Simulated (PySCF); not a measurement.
Coordinates in bohr (charge 0 multiplicity 3):
```
Si   -0.4491    0.4491   -0.9928
H     0.7242   -0.7242   -3.2751
F     0.6229   -0.6229    1.6362
```

These are results of UPBE0/[Si def2-TZVP, H def2-TZVP, F def2-TZVP], no relativity, density fitting, PySCF, not measurements.

This geometry of SiHF is a stationary point at this level.

Task: What is the point group?

Result: Cs.

Task: Is it a minimum?

Result: Yes: all harmonic wavenumbers are real.

Task: What are the dipole moment and the gap between the highest occupied and lowest empty levels of either spin?

Result: 1.19 D and 1.65 eV.

Task: Give the ideal-gas entropy at 298.15 K and 1 bar by parts.

Result: translation 157.1, rotation 79.6, vibration 2.1, spin 9.1; total 247.9 J/(mol K).

Only a few start shapes were tried, so a lower isomer may exist. At this level a singlet minimum of Cs symmetry lies 138 kJ/mol below this structure.
